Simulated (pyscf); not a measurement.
Thermochemistry of product channels of •HC=CH–CH₃ on the doublet surface, in kJ/mol, from ωB97M-D3(BJ)/def2-TZVP energies (ideal gas, 1 atm, RRHO with modes under 100 cm⁻¹ raised to 100, one conformer, R ln 2 for rigid chiral ones). Optimised with ωB97X-D3(BJ)/def2-SVP in PySCF.

```
products                                                     ΔE  ΔH(298 K)  ΔG(298 K)  ΔG(900 K)
-------------------------------------------------------  ------  ---------  ---------  ---------
propyne (HC≡C–CH₃) + H atom (H•)                         +156.1     +135.2     +108.2      +48.8
:HC–CH=CH₂ [triplet] + H atom (H•)                       +383.7     +354.7     +322.1     +250.2
cyclic C₃H₅ (SMILES [CH]1CC1) [doublet]                   +14.2      +15.0      +18.9      +28.2
cyclic C₃H₃ (SMILES [C]1=CC1) [doublet] + hydrogen (H₂)  +282.8     +256.8     +223.3     +151.1
```

These are energies of the channels, which say nothing of barriers. •HC=CH–CH₃ lies 103.2 kJ/mol over its isomer •H₂C–CH=CH₂, and others may lie lower still (electronic energy, ωB97M-D3(BJ)). :HC–CH=CH₂ [triplet] lies 228.9 kJ/mol over its isomer H₂C=C=CH₂, and others may lie lower still (electronic energy, ωB97M-D3(BJ)).
